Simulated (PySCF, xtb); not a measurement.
C₄H₄S, SMILES c1ccsc1 (connectivity only; charge and spin as stated), charge +1, multiplicity 2.

Harmonic wavenumbers (cm⁻¹) from xtb 6.7.1 with GFN2-xTB at its own minimum, in rising order: 321, 399, 547, 652, 692, 769, 773, 831, 873, 891, 1027, 1048, 1050, 1157, 1190, 1301, 1457, 3103, 3120, 3125, 3138.

### Question
What does PBE-D3(BJ)/def2-SVP in PySCF give at its own minimum? (An estimate is asked for; the answer gives what the named calculation found.)

### Answer
355, 447, 450, 602, 683, 788, 816, 839, 841, 940, 975, 1044, 1082, 1190, 1317, 1322, 1495, 3153, 3158, 3165, 3176. Paired by order, the mean absolute difference is 41 cm⁻¹ and the zero-point energies are 39.3 and 39.8 kcal/mol.
